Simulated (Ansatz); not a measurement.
The first iterations of a band of C2H8Si + H (12 atoms, charge 0, multiplicity 2).

These are results of UKS PBE-D4/6-31G* in Ansatz 0.2.0, not measurements.

```yaml
movable_images: 5
climbing_image: yes
spring: 5.0 eV/Å²
optimiser: lbfgs
start_path: through a guess of the saddle point
force_threshold: 0.03 eV/Å
iteration_limit: 60
end_points: relaxed
largest_step: 0.5 Å
```

First end point:

```xyz
12
Properties=species:S:1:pos:R:3
H 0.729 -1.046 1.078
Si -0.297 -0.485 0.129
C 0.460 -0.325 -1.600
C -0.915 1.184 0.779
H 2.738 -1.595 2.666
H -1.443 -1.461 0.086
H 1.319 0.368 -1.592
H 0.816 -1.301 -1.970
H -0.279 0.062 -2.322
H -0.088 1.912 0.845
H -1.355 1.080 1.785
H -1.686 1.607 0.114
```

Last end point:

```xyz
12
Properties=species:S:1:pos:R:3
H 1.887 -1.323 1.998
Si -0.511 -0.502 -0.001
C 0.387 -0.323 -1.666
C -0.982 1.182 0.744
H 2.490 -1.416 2.440
H -1.744 -1.360 -0.165
H 1.318 0.258 -1.554
H 0.650 -1.309 -2.083
H -0.254 0.198 -2.402
H -0.087 1.803 0.916
H -1.500 1.057 1.709
H -1.656 1.735 0.064
```

| iteration | highest image above the first end (eV) | largest band force component (eV/Å) |
| --- | --- | --- |
| 1 | 0.281 | 1.912 |
| 2 | 0.201 | 1.103 |
| 3 | 0.105 | 1.049 |
| 4 | 0.086 | 0.408 |
| 5 | 0.077 | 0.377 |
| 6 | 0.047 | 0.245 |
| 7 | 0.043 | 0.304 |
| 8 | 0.040 | 0.171 |

Task: Does the band converge within its limit, and where does its top end?

Result: The forces met the threshold. It ended after 26 iterations with the highest image 0.039 eV above the first end. Another band between the same ends (5 images) ends at a top of the same energy, where a vibrational analysis finds 1 clearly imaginary mode.

Time of the run: 3.7 min on 2 threads of Intel(R) Xeon(R) Platinum 8259CL CPU @ 2.50GHz (Skylake/Cascade Lake), on a shared host, peak memory 0.15 GiB.
